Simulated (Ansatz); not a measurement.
```yaml
crystal:
  periodic: [false, false, false]
  atoms:
    - {symbol: O, position_ang: [-1.106916, -0.171968, -0.130187]}
    - {symbol: C, position_ang: [0.000121, 0.352030, 0.335363]}
    - {symbol: O, position_ang: [1.106332, -0.183580, -0.118795]}
    - {symbol: H, position_ang: [0.007829, 1.448928, -0.044034]}
basis:
  gaussian: {orbitals: def2-TZVP}
magnetization: {spin_polarized: true, initial_magnetization: 3}
hamiltonian: {xc: pbe0}
relax: {f_tol: 0.004, max_steps: 80}
```

```sh
$ ansatz run in.yaml --threads 1 --pin off --events-out ev --progress --plain --max-ram 2176MiB
```

Steps of the relaxation (energy above the last step; positions in Å, forces in eV/Å):

```
4
step 1, 49.6 meV
O    -1.107   -0.172   -0.130   -0.891   -0.561   -0.310
C     0.000    0.352    0.335    0.006    1.476    0.311
O     1.106   -0.184   -0.119    0.888   -0.570   -0.300
H     0.008    1.449   -0.044   -0.003   -0.345    0.299
```

```
4
step 2, 15.6 meV
O    -1.117   -0.183   -0.128   -0.430   -0.292   -0.184
C     0.000    0.366    0.322    0.004    0.952    0.191
O     1.116   -0.195   -0.116    0.429   -0.297   -0.180
H     0.008    1.457   -0.035   -0.003   -0.363    0.173
```

```
4
step 3, 4.5 meV
O    -1.126   -0.188   -0.127   -0.011   -0.035   -0.008
C     0.000    0.390    0.312   -0.003   -0.404    0.147
O     1.125   -0.199   -0.116    0.011   -0.035   -0.007
H     0.008    1.442   -0.027    0.003    0.474   -0.132
```

```
4
step 7, 0.0 meV
O    -1.123   -0.192   -0.128    0.000    0.000    0.000
C     0.000    0.386    0.315    0.000    0.000    0.001
O     1.123   -0.204   -0.116    0.000    0.000    0.000
H     0.008    1.455   -0.028    0.000    0.000    0.000
```

Close pairs at the end: C2–H4 1.123 Å, C2–O3 1.339 Å, O1–C2 1.339 Å.

A stationary point of unrestricted PBE0 after 7 steps, with ⟨S²⟩ = 3.760 against 3.75 for a pure state; no frequencies were run, so it isn't proven a minimum. 37 s on 1 thread of Arm Neoverse V2, shared host.
